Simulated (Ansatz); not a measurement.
A nudged elastic band was laid between two geometries of C3H5FS (10 atoms, charge 0, multiplicity 1).

The calculation used Ansatz, RKS PBE-D4/def2-SVP.

```
movable images  : 7
climbing image  : yes
spring          : 50.0 eV/Å²
optimiser       : quadratic models (default)
start path      : IDPP
force threshold : 0.05 eV/Å
iteration limit : 60
end points      : relaxed
```

Image 0:

```xyz
10
Properties=species:S:1:pos:R:3
C -0.482 1.157 1.145
C 0.167 0.153 0.536
F 1.427 -0.173 0.916
C -0.324 -0.721 -0.570
S 0.627 -0.502 -2.138
H -0.002 1.726 1.953
H -1.501 1.423 0.835
H -1.373 -0.475 -0.818
H -0.281 -1.788 -0.265
H 1.825 -0.851 -1.592
```

Image 8:

```xyz
10
Properties=species:S:1:pos:R:3
C -0.485 1.153 1.150
C 0.169 0.158 0.532
F 1.436 -0.155 0.900
C -0.322 -0.718 -0.571
S 0.630 -0.508 -2.139
H -1.510 1.408 0.849
H -0.006 1.723 1.957
H -1.371 -0.470 -0.820
H -0.285 -1.784 -0.263
H 1.828 -0.857 -1.592
```

Question: Which bonds break or form, and what moves?

Answer: No bond is made or broken. The dihedral H7–C1–C2–F3 goes from 180 to 0°. The two ends are copies of one structure, up to a mirror image or an exchange of like atoms.

Question: What energy profile does the band end with?

Answer: The forces met the threshold. The highest image is number 5 of 0 to 8, 3.20 eV above the ends, which have the same energy within 2 meV. Neighbouring images differ by up to 1.7 eV, so the band resolves the path poorly. Another band between the same ends (7 images) ends at a top of the same energy, where a vibrational analysis finds 1 clearly imaginary mode.

```json
{"image": "0", "path coordinate (Å)": "0.00", "energy (eV)": "0.00", "dihedral H7–C1–C2–F3 (°)": "180"}
{"image": "1", "path coordinate (Å)": "0.63", "energy (eV)": "0.03", "dihedral H7–C1–C2–F3 (°)": "178"}
{"image": "2", "path coordinate (Å)": "1.26", "energy (eV)": "0.09", "dihedral H7–C1–C2–F3 (°)": "176"}
{"image": "3", "path coordinate (Å)": "1.89", "energy (eV)": "0.47", "dihedral H7–C1–C2–F3 (°)": "152"}
{"image": "4", "path coordinate (Å)": "2.52", "energy (eV)": "1.76", "dihedral H7–C1–C2–F3 (°)": "105"}
{"image": "5", "path coordinate (Å)": "3.15", "energy (eV)": "3.20", "dihedral H7–C1–C2–F3 (°)": "56"}
{"image": "6", "path coordinate (Å)": "3.90", "energy (eV)": "1.47", "dihedral H7–C1–C2–F3 (°)": "32"}
{"image": "7", "path coordinate (Å)": "4.64", "energy (eV)": "0.27", "dihedral H7–C1–C2–F3 (°)": "15"}
{"image": "8", "path coordinate (Å)": "5.39", "energy (eV)": "0.00", "dihedral H7–C1–C2–F3 (°)": "0"}
```

Question: What is the geometry of the highest image?

Answer: 
```xyz
10
Properties=species:S:1:pos:R:3:forces:R:3
C -0.678 1.331 0.677 -0.04 0.00 0.01
C 0.102 0.219 0.453 0.04 -0.02 0.02
F 1.457 0.062 0.846 -0.02 0.00 -0.01
C -0.288 -1.059 -0.200 0.00 0.01 -0.05
S 0.048 -0.526 -1.940 -0.01 -0.01 0.03
H -0.643 1.472 1.793 0.01 0.01 0.00
H -0.243 2.275 0.280 0.01 0.01 0.00
H -1.377 -1.227 -0.138 0.00 0.00 0.00
H 0.304 -1.955 0.067 0.00 0.00 0.00
H 1.402 -0.643 -1.835 0.00 0.00 0.00
```

Run time: 9.2 min on 2 threads of Arm Neoverse V1, with other jobs on the host, peak memory 0.19 GiB.
